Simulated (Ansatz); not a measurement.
Relaxation of C2H7B (10 atoms, charge 0, multiplicity 1), to a largest force component of 0.02 eV/Å in at most 40 steps.

Theory: Ansatz 0.2.0, RKS CAM-B3LYP/6-31G*.

```xyz
10
Properties=species:S:1:pos:R:3
B 0.000 0.000 0.000
C 0.000 0.000 1.600
H -1.000 -0.309 1.970
H 0.768 -0.711 1.970
H 0.232 1.020 1.970
H 1.030 0.000 -0.595
C -1.386 0.000 -0.800
H -1.946 -0.930 -0.571
H -1.990 0.880 -0.495
H -1.184 0.051 -1.890
```

Where does it end, and by what steps?

The forces met the threshold. The force dipped under the threshold on the way, but the program's further checks kept it going. After 19 steps the energy has fallen by 0.119 eV; H8 moved furthest, 0.59 Å.

```csv
step,energy less start (eV),largest force component (eV/Å),accepted
0,0.0000,0.986,yes
1,-0.0906,0.332,yes
2,-0.1027,0.144,yes
3,-0.1042,0.071,yes
4,-0.1071,0.046,yes
5,-0.1081,0.035,yes
6,-0.1092,0.102,yes
7,-0.1105,0.100,yes
8,-0.1097,0.398,no
9,-0.1129,0.184,yes
10,-0.1074,0.403,no
11,-0.1158,0.058,yes
12,-0.1172,0.065,yes
13,-0.1177,0.141,yes
14,-0.1114,0.344,no
15,-0.1188,0.011,yes
16,-0.1191,0.036,yes
17,-0.1186,0.095,no
18,-0.1193,0.021,yes
19,-0.1194,0.019,yes
```

```xyz
10
Properties=species:S:1:pos:R:3
B -0.063 -0.104 0.041
C -0.009 0.056 1.597
H -0.981 0.036 2.098
H 0.664 -0.664 2.076
H 0.439 1.043 1.796
H 0.966 -0.330 -0.540
C -1.375 0.009 -0.802
H -1.657 -1.021 -1.078
H -2.229 0.444 -0.273
H -1.231 0.531 -1.755
```

The run took 33 s on 1 thread of Arm Neoverse V2 (shared host), peak memory 0.12 GiB.
